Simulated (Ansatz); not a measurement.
**AlPH (quartet): B3LYP, BHLYP over a scan of the distance Al1–H3, 6-31G**

Aim: run AlPH (quartet) with these functionals over a scan of the distance Al1–H3, and hold them against the top wave-function level at the same points.

Computed with Ansatz 0.2.0, Gaussian basis. Level: 6-31G, all electrons in the functionals.

Plan: B3LYP, BHLYP, at 1.261 Å; 1.459 Å; 1.614 Å; 1.739 Å; 1.922 Å; 2.221 Å; 2.639 Å; 2.942 Å; 3.465 Å; 4.407 Å; 5.425 Å.

18 further runs of the same task are left out: 14 that didn't finish, 4 set aside as unsound or not needed.

### Step 1. The geometry

The geometry derives from a PBE0/def2-TZVP stationary point (not a proven minimum). One bond is set to the value named and the two fragments are kept rigid.

3 atoms, charge 0, spin multiplicity 4.

Atoms are counted from 1 here; the program's logs count them from 0.

Bond lengths: Al1–P2 2.386 Å, Al1–H3 1.614 Å. Angles: P2–Al1–H3 114.3°.

No dispersion term is added. B3LYP takes the VWN-RPA correlation.

The geometry shown and the zero of energy belong to the point 1.614 Å. The yardstick, FCI, and other wave-function levels (R restricted, U unrestricted, valence and pair active spaces) come from earlier runs.

### Step 2. B3LYP, 1.261 Å

in.yaml reads:

```yaml
crystal:
  periodic: [false, false, false]
  atoms:
    - {symbol: Al, position_ang: [0.000000, -0.102375, 1.240559]}
    - {symbol: P, position_ang: [0.000000, 0.056330, -1.140390]}
    - {symbol: H, position_ang: [0.000000, 1.009496, 1.835423]}
basis:
  gaussian: {orbitals: 6-31G}
magnetization: {spin_polarized: true, initial_magnetization: 3}
hamiltonian: {xc: {name: B3LYP}}
```

Run with:

```bash
$ ansatz run in.yaml --threads 1 --pin off --events-out ev --progress --plain --max-ram 2393MiB
```

The runs that follow: B3LYP, 1.459 Å; B3LYP, 1.614 Å; B3LYP, 1.739 Å; B3LYP, 1.922 Å; B3LYP, 2.221 Å; B3LYP, 2.639 Å; B3LYP, 2.942 Å; B3LYP, 3.465 Å; B3LYP, 4.407 Å; B3LYP, 5.425 Å; BHLYP, 1.261 Å; BHLYP, 1.459 Å; BHLYP, 1.614 Å; BHLYP, 1.739 Å; BHLYP, 1.922 Å; BHLYP, 2.221 Å; BHLYP, 2.639 Å; BHLYP, 2.942 Å; BHLYP, 3.465 Å; BHLYP, 4.407 Å; BHLYP, 5.425 Å.

Before running them: what should the planned runs give, taken together? Wanted: span of the FCI curve; largest miss, B3LYP; largest miss, BHLYP.

**Answer**, as computed:

| quantity | value |
| --- | --- |
| span of the FCI curve | 36.8 kcal/mol |
| largest miss, B3LYP | +9.2 kcal/mol (5.425 Å) |
| largest miss, BHLYP | +9.6 kcal/mol (5.425 Å) |

Of the functionals, B3LYP keep the smallest largest miss at the points compared (at most 9.2 kcal/mol) and BHLYP strays most (9.6 kcal/mol, at 5.425 Å). Functionals and the yardstick converge differently with the basis, so part of each miss in 6-31G is the basis.
